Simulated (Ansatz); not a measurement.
in.yaml

```yaml
crystal:
  periodic: [false, false, false]
  atoms:
    - {symbol: B, position_ang: [0.000000, -0.238428, 1.424200]}
    - {symbol: Al, position_ang: [0.000000, 0.114488, -0.600198]}
    - {symbol: H, position_ang: [0.000000, 0.437923, 2.583300]}
    - {symbol: H, position_ang: [0.000000, -0.945298, -1.792331]}
basis:
  gaussian: {orbitals: 6-31G}
correlation: {method: sc_nevpt2, electrons: all, active_space: {window: {electrons: 2, orbitals: 6}}}
scf: {lower_state_search: full}
```

```sh
$ ansatz run in.yaml --threads 1 --pin off --events-out ev --progress --plain --max-ram 2393MiB
```

The program prints:

```
328 factors; integrals over basis functions are off by at most 3.0e-4 eV
mean field evaluation 1: about -7280.1091 eV, gradient 8.9e0 eV
mean field evaluation 2: about -7280.1101 eV, gradient 8.9e0 eV
mean field evaluation 4: about -7280.7515 eV, gradient 1.3e0 eV
mean field evaluation 8: about -7280.7685 eV, gradient 3.6e-4 eV
mean field -7280.76851286 eV, -267.5633077654 hartree, gradient 3.5e-6 eV, S^2 0.000000; 0 other end points of the search recorded, 0 dependent functions left out; unrestricted orbitals would lower it
reference -7280.76851286 eV, -267.5633077654 hartree; 10, 10 occupied and 16, 16 virtual orbitals, 328 factors
state -7281.88951296 eV, -267.6045037592 hartree
state -7281.88951296 eV, -267.6045037592 hartree; corrected -7283.72403210 eV, -267.6719210942 hartree
Total energy: -7283.72403210 eV, -267.6719210942 hartree
```

Ran on 1 thread of INTEL XEON PLATINUM 8581C, shared host: 0.72 s wall, 0.09 GiB peak host memory.
